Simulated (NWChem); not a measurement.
# C2H7N (ethanamine): levels of theory compared

Wanted: a comparison of 4 runs (B3LYP/6-311+G**, B3LYP/6-31G*, B3LYP/6-31+G*, B3LYP/6-31++G**) of C2H7N (ethanamine). 

Program for the calculation: NWChem 7.3.0.

**1. The structure to begin with**

C2H7N: 10 atoms, total charge 0, spin state singlet. As SMILES, `CCN`. Geometry: relaxed at PBE0-D4/def2-TZVP. This is one conformer, not always the lowest.

Bond lengths: C1–C2 1.521 Å, C2–N3 1.454 Å, C1–H4 1.094 Å, C1–H5 1.094 Å, C1–H6 1.094 Å, C2–H7 1.095 Å, C2–H8 1.095 Å, N3–H9 1.013 Å, N3–H10 1.013 Å. Some angles: C1–C2–N3 115.8°, C1–C2–H7 109.6°, C1–C2–H8 109.6°, N3–C2–H7 107.7°, N3–C2–H8 107.7°, C2–C1–H4 111.5°, C2–C1–H5 110.9°, C2–C1–H6 110.9°, C2–N3–H9 110.3°, C2–N3–H10 110.3°.

**2. The response to a field at B3LYP/6-311+G(d,p) (run 1)**

File mymol.nw:

```
START mymol
TITLE "C2H7N"
memory 2200 mb
charge 0

GEOMETRY noautosym nocenter noautoz
   C       -0.786000       0.493000      -0.521100
   C        0.079100      -0.652700      -0.018000
   N        1.196800      -0.274900       0.831400
   H       -1.603400       0.130900      -1.151600
   H       -0.194800       1.198600      -1.112400
   H       -1.227000       1.045500       0.313900
   H        0.480900      -1.211500      -0.869300
   H       -0.539300      -1.362800       0.540400
   H        0.864200       0.221000       1.650200
   H        1.812700       0.361800       0.339500
END

BASIS spherical bse
   * library 6-311+G**
END

DFT
   xc b3lyp
   mult 1
   grid fine
   convergence energy 1e-08
   iterations 100
   mulliken
   print low
END

PROPERTY
   response 1 0
END

TASK dft property
```

Started as:

```bash
$ nwchem mymol.nw > mymol.out
```

Log:

```text
[...]
 d= 0,ls=0.0,diis     1   -135.1777054904 -2.18D+02  1.28D-02  4.98D-01     3.1
[...]
 d= 0,ls=0.0,diis     8   -135.2212005379 -3.04D-09  1.45D-06  2.93D-08    20.3
         Total DFT energy =     -135.221200537853
      One electron energy =     -345.445492394966
           Coulomb energy =      147.592923757896
    Exchange-Corr. energy =      -20.426445963890
 Nuclear repulsion energy =       83.057814063107
[...]
      Total Density - Mulliken Population Analysis
     ---------------------------------------------
    Atom       Charge   Shell Charges
 -----------   ------   -------------------------------------------------------
    1 C    6     6.44   1.10  0.89  0.66  0.75  1.52  0.47  0.90  0.12  0.00  0.04
    2 C    6     6.20   1.10  0.89  0.64  0.75  1.51  0.44  0.75  0.06 -0.02  0.08
    3 N    7     7.44   1.09  0.90  0.80  0.87  1.78  0.67  1.25 -0.08  0.15  0.03
    4 H    1     0.86   0.28  0.48  0.09  0.02
    5 H    1     0.87   0.28  0.48  0.09  0.02
    6 H    1     0.87   0.28  0.48  0.09  0.02
    7 H    1     0.86   0.28  0.48  0.08  0.02
    8 H    1     0.86   0.28  0.48  0.08  0.02
    9 H    1     0.79   0.28  0.42  0.04  0.04
   10 H    1     0.79   0.28  0.42  0.04  0.04
[...]
 Anisotropic =       5.9852812
[...]
```

It took 69 s on 1 thread of Intel Xeon Platinum 8488C (Sapphire Rapids), shared host; peak memory 0.11 GiB.

**3. The response to a field at B3LYP/6-31G(d) (spherical functions) (run 2)**

File test.nw:

```
start test
title "C2H7N B3LYP"
memory 2200 mb

geometry noautosym nocenter noautoz
 C       -0.786000       0.493000      -0.521100
 C        0.079100      -0.652700      -0.018000
 N        1.196800      -0.274900       0.831400
 H       -1.603400       0.130900      -1.151600
 H       -0.194800       1.198600      -1.112400
 H       -1.227000       1.045500       0.313900
 H        0.480900      -1.211500      -0.869300
 H       -0.539300      -1.362800       0.540400
 H        0.864200       0.221000       1.650200
 H        1.812700       0.361800       0.339500
end

basis spherical bse
 C library 6-31G*
 N library 6-31G*
 H library 6-31G*
end

dft
 xc b3lyp
 grid fine
 convergence energy 1e-08
 maxiter 100
 mulliken
 print low
end

property
 response 1 0
end

task dft property
```

Started as:

```bash
$ nwchem test.nw > test.out
```

Log:

```text
[...]
 d= 0,ls=0.0,diis     1   -135.1297232389 -2.18D+02  1.14D-02  3.21D-01     1.4
[...]
 d= 0,ls=0.0,diis     8   -135.1678897573 -1.35D-09  1.64D-06  1.14D-08     7.6
         Total DFT energy =     -135.167889757323
      One electron energy =     -345.517915592706
           Coulomb energy =      147.726034973423
    Exchange-Corr. energy =      -20.433823201146
 Nuclear repulsion energy =       83.057814063107
[...]
      Total Density - Mulliken Population Analysis
     ---------------------------------------------
    Atom       Charge   Shell Charges
 -----------   ------   -------------------------------------------------------
    1 C    6     6.44   2.00  0.67  2.13  0.62  0.99  0.03
    2 C    6     6.13   2.00  0.67  2.09  0.54  0.79  0.06
    3 N    7     7.70   2.00  0.79  2.50  0.85  1.53  0.03
    4 H    1     0.86   0.53  0.33
    5 H    1     0.86   0.53  0.34
    6 H    1     0.86   0.53  0.34
    7 H    1     0.86   0.54  0.32
    8 H    1     0.86   0.53  0.32
    9 H    1     0.71   0.52  0.19
   10 H    1     0.71   0.52  0.19
[...]
 Anisotropic =       4.1765860
[...]
```

Wall time 26 s (1 thread of Intel Xeon Platinum 8488C (Sapphire Rapids), shared host); peak memory 0.11 GiB.

Run 3 isn't shown in full; the table further down has it.

**4. The response to a field at B3LYP/6-31++G(d,p) (spherical functions) (run 4)**

File mymol.xyz:

```xyz
10
C2H7N polarizability
C     -0.786000     0.493000    -0.521100
C      0.079100    -0.652700    -0.018000
N      1.196800    -0.274900     0.831400
H     -1.603400     0.130900    -1.151600
H     -0.194800     1.198600    -1.112400
H     -1.227000     1.045500     0.313900
H      0.480900    -1.211500    -0.869300
H     -0.539300    -1.362800     0.540400
H      0.864200     0.221000     1.650200
H      1.812700     0.361800     0.339500
```

File mymol.nw:

```
start mymol
title "C2H7N polarizability"
memory 2200 mb
geometry units angstrom noautosym nocenter noautoz
  load format xyz mymol.xyz
end
basis spherical bse
  * library 6-31++G**
end
dft
  xc b3lyp
  grid fine
  convergence energy 1e-08
  iterations 100
  mulliken
  noprint "final vectors analysis"
end
property
  response 1 0
end
task dft property
```

Started as:

```bash
$ nwchem mymol.nw > mymol.out
```

Log:

```text
[...]
          Wavefunction type:  closed shell.
          No. of atoms     :    10
          No. of electrons :    26
[...]
          Charge           :     0
          Spin multiplicity:     1
[...]
          AO basis - number of functions:    96
[...]
              XC Information
              --------------
                         B3LYP Method XC Potential
                     Hartree-Fock (Exact) Exchange  0.200
                        Slater Exchange Functional  0.800 local
                    Becke 1988 Exchange Functional  0.720 non-local
              Lee-Yang-Parr Correlation Functional  0.810
                  VWN I RPA Correlation Functional  0.190 local
[...]
 d= 0,ls=0.0,diis     1   -135.1503290436 -2.18D+02  2.05D-02  3.43D-01     2.5
[...]
 d= 0,ls=0.0,diis     8   -135.1898422439 -2.63D-09  2.58D-06  1.21D-08    16.5
         Total DFT energy =     -135.189842243870
      One electron energy =     -345.310109614643
           Coulomb energy =      147.470057381527
    Exchange-Corr. energy =      -20.407604073861
 Nuclear repulsion energy =       83.057814063107
[...]
 Anisotropic =       5.6494299
[...]
```

Run time: 55 s. Hardware: 1 thread of Intel Xeon Platinum 8488C (Sapphire Rapids), shared host; peak memory 0.11 GiB.

**5. The series**

```
run                                  level  energy (Eh)  mean polarisability (bohr³)  wall time
  1                        B3LYP/6-311+G**  -135.221201                         36.0       69 s
  2     B3LYP/6-31G* (spherical functions)  -135.167890                         29.5       26 s
  3    B3LYP/6-31+G* (spherical functions)  -135.176709                         34.3       33 s
  4  B3LYP/6-31++G** (spherical functions)  -135.189842                         35.8       55 s
```

**6. Summary of results**

| quantity | value |
| --- | --- |
| run 4: total energy | -135.18984 Eh |
| run 4: dipole moment | 1.47 D |
| run 4: mean static polarisability | 35.8 bohr³ |

Over the runs the total energy spans 1.451 eV. All runs together took 3 min, the longest 69 s.
